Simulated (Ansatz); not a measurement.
Results of HSE06 in Ansatz (PAW) for SiSe₂ (Ibam, No. 72).

Numerical settings: plane-wave cutoff 500 eV, 6×6×6 k mesh, gaussian smearing 0.02 eV, scalar-relativistic PAW data made under PBE.

Cell (relaxed with PBEsol):

```cif
data_Se4Si2
_chemical_formula_sum 'Si2 Se4'
_space_group_name_H-M_alt 'P 1'
_space_group_IT_number 1
_cell_length_a 6.33564
_cell_length_b 6.33564
_cell_length_c 6.33564
_cell_angle_alpha 120.390
_cell_angle_beta 85.481
_cell_angle_gamma 124.953
loop_
_space_group_symop_operation_xyz
  'x, y, z'
loop_
_atom_site_label
_atom_site_type_symbol
_atom_site_fract_x
_atom_site_fract_y
_atom_site_fract_z
_atom_site_occupancy
Si1 Si 0.75000 0.75000 0.00000 1
Si2 Si 0.25000 0.25000 0.00000 1
Se1 Se 0.12821 0.20532 0.33353 1
Se2 Se 0.87179 0.79468 0.66647 1
Se3 Se 0.62821 0.29468 0.92289 1
Se4 Se 0.37179 0.70532 0.07711 1
```

Estimate the band gap that the calculation returns.


- band gap = 2.65 eV (on the SCF k mesh)

Note: cell and atoms aren't relaxed at this level.

Spin–orbit coupling is not included.

The computed numbers hold no vibrational or temperature effects.

Ansatz is a quantum-chemistry and plane-wave program.
